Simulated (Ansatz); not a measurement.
A made-up structure of AlBNH4, doublet:

N1  (-0.882, 0.216, -0.538)
B2  (0.059, 0.427, 0.269)
Al3  (1.581, -0.512, -0.088)
H4  (-0.977, -0.467, -1.377)
H5  (-1.549, 0.743, -0.330)
H6  (0.046, 1.300, 1.229)
H7  (1.722, -1.706, 0.835)
(Å)

It is relaxed with PBE-D4/def2-SVP and then PBE0-D4/def2-TZVP (Ansatz 0.2.0). Atoms count as bonded within 1.22 times the sum of their covalent radii (H–H: 0.88 Å). The end point is not checked to be a true minimum.

Does its bonding change? (A judgement: the text doesn't fix the answer.)

By the calculation: No: no bond forms or breaks.

Where it ends: The first stage lowers the energy by 2.68 eV in 10 steps. It ends as AlBNH₄ ([NH2][BH][AlH]):
```
7
angstrom
N -1.0748 0.3454 -0.5894
B 0.0396 0.4032 0.2400
Al 1.8515 -0.6985 0.0561
H -1.1754 -0.2850 -1.3663
H -1.8770 0.9420 -0.4640
H 0.0055 1.2314 1.1166
H 2.2307 -1.9385 1.0070
```

Labels in which every atom is bracketed show which atoms are joined, not bond orders.

For scale, one of the runs: PBE0-D4/def2-TZVP relaxation, 123 basis functions, launched by `ansatz run in.yaml --threads 2 --pin off --events-out ev --progress --plain --max-ram 4352MiB`. The run took about 17 s on 2 CPU threads of an Arm Neoverse V2 (shared host).
